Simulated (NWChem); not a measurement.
## Correlation energy of CH

```
C
H 1 1.1343
```
Charge 0, spin multiplicity 2.

All runs are NWChem calculations. Structure: optimised with UPBE0/def2-SVP, a minimum by its harmonic frequencies.

Basis set: cc-pVTZ. Each correlation energy counts from its own Hartree-Fock reference.

```tsv
method	correlation energy (mHa)
UMP2	-101.3
CCSD[T] on UHF	-129.3
CCSD on ROHF	-130.3
CCSD[T] on ROHF	-133.8
CCSD(T) on ROHF	-133.8
SCS-UMP2	-108.8
CCSDT on ROHF	-134.3
CCSD on UHF	-126.0
CCSD(T) on UHF	-129.3
URI-MP2	-101.3
```

The values span 33.0 mHa, from CCSDT on ROHF (lowest) to URI-MP2 (highest). 

The correlated methods keep 1 core orbital frozen. This spin state was chosen for the runs; another may lie lower. The structure started from a generated list of species. The unpaired electrons of the parent sit in orbitals of symmetry b1 (C2v labels of the run); other states weren't searched. The stability of the SCF solutions was not checked. Open-shell Hartree-Fock references start from PBE0 orbitals. Coupled-cluster values serve here as a point of comparison, not as the truth.
